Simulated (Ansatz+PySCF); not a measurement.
Results of a calculation; reference values are marked as such.
Several solutions for singlet HCl in separate pieces

```yaml
atoms:
  - { symbol: H, position_ang: [0.0000, 0.0000, -3.6414] }
  - { symbol: Cl, position_ang: [0.0000, 0.0000, 0.2142] }
```

Basis set: cc-pVDZ (spherical functions). Charge 0, multiplicity 1.

UHF was run from several starts with Ansatz (development build ahead of 0.2.0) and PySCF 2.14.0.

```csv
run,program,start,converged,energy (hartree),<S²>
A,PySCF,"guess huckel, instabilities followed",yes,-459.97049,1.00
B,Ansatz,search for the lowest state,yes,-459.97049,1.00
C,PySCF,program defaults,yes,-459.97038,1.01
D,PySCF,"guess atom, instabilities followed",yes,-459.97049,1.00
E,PySCF,"guess minao, instabilities followed",yes,-459.97049,1.00
F,Ansatz,"atomic start, no search",yes,-459.78523,0.00
G,Ansatz,stability test followed,yes,-459.97049,1.00
H,PySCF,"guess 1e, instabilities followed",yes,-459.97049,1.00
```

Problem. Which runs reached the lowest solution of this kind, and what is wrong with the others?

Solution. A, B, C, D, E, G, H reached the lowest solution found or ended within 0.01 eV of it (a small difference can mark another solution nearby). Converged but too high: F by 5.04 eV. Convergence only shows a stationary point, and even a stable one can lie too high; stability tests and further starts are what find lower ones. Caution: the unrestricted determinant is a mixture of spin states.
